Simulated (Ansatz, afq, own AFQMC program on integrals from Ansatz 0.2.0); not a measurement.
Two steps: Ansatz 0.2.0 writes the Fock matrix and Cholesky factors of the valence space, and afq projects on them the lowest state that overlaps trial and start.

```yaml
crystal:
  periodic: [false, false, false]
  atoms:
    - {symbol: Ge, position_ang: [0.000000, 0.000000, 0.000000]}
    - {symbol: Al, position_ang: [0.000000, 0.000000, 3.129900]}
basis:
  gaussian: {orbitals: cc-pVDZ}
total_charge: 1
magnetization: {spin_polarized: false}
correlation: {method: ccsd_t, electrons: outside_noble_gas, hamiltonian_folder: ham}
```

```sh
$ ansatz run in.yaml --threads 1 --pin off --events-out ev --progress --plain --max-ram 16896MiB --backend cuda --devices 0, --max-vram 18GiB
```

afq runs on the folder ham with

```
--method free --trial cisd --walkers 4000 --time-step 0.03 --max-blocks 4000 --target-error 0.0003 --factor-cut 1e-05 --seed 9124 --times 0,0.3,0.6,1.2,1.8,2.4,3.6,4.8,6 --taylor-order 8
```

Times are imaginary, in 1/Eh. The walk had a cap of 61 s. Filled inner d shells are frozen with the cores.

Log:

```
orbitals 26  electrons 3 3  factors 172 of 511
reference energy -2316.94513176 Eh
CCSD correlation -0.11757211 Eh in 14 cycles, weight of the determinant in the CISD state 0.8475
repeat  energy at the last time / Eh  error
    10  -2317.066539  0.000106
    20  -2317.066662  0.000085
    30  -2317.066717  0.000080
time / (1/Eh)  energy / Eh  error  mean overlap
  0.00  -2317.062718  0.000024  1.1803
  0.30  -2317.064042  0.000023  1.1797
  0.60  -2317.064859  0.000028  1.1801
  1.20  -2317.065792  0.000024  1.1805
  1.80  -2317.066143  0.000034  1.1852
  2.40  -2317.066408  0.000035  1.1870
  3.60  -2317.066593  0.000041  1.1904
  4.80  -2317.066648  0.000049  1.1945
  6.00  -2317.066710  0.000077  1.2063
energy -2317.066710 +/- 0.000077 Eh
```

The run passed its tests (error under three times the target), which doesn't prove that it has relaxed.

Against this walk (error 2.1 meV) on the same determinant: CCSD(T) 30.6 meV higher, CCSDT(Q) 5.4 meV lower, CCSDTQ 9.9 meV lower, full CI 10.5 meV lower. The error is statistical, and a free projection of finite length keeps a remainder of its start. The projection is still falling at its last time (meV from the last point: 15.4 ± 0.9 at 1.80, 8.2 ± 1.0 at 2.40, 3.2 ± 1.1 at 3.60, 1.7 ± 1.3 at 4.80, 0.0 ± 2.1 at 6.00), so its energy is a cut-off value, and the gaps above aren't errors of the other methods. Full CI is exact here, so the walk's 11 meV above it is the walk's own error: what remains of the start.

Cautions: remainder of the start not in the error; no relativity below Rb; no spin-orbit coupling; inner d shell frozen; higher spins were not checked; restricted determinant unstable towards unrestricted (UHF 749 meV lower, ⟨S²⟩ 1.07); CCSDTQ on the UHF determinant differs (462 meV lower), perhaps since the unrestricted series falls towards higher spin.

The walk took 16 s on 1 × NVIDIA H100 80GB HBM3 with 2 threads of AMD EPYC 7R13 Processor (Zen 3), with other jobs on the host (the card was shared). The log's last line is the free-projection energy.

CCSDT and higher add their correlation energy to the determinant of the CCSD(T) run, since their own runs factorise the integrals more tightly (a shift of under 2 meV). A walk keeps the symmetry of its determinant, which the program's search chose and which needn't be the lowest solution, so a lower state of the same spin and another symmetry isn't excluded.
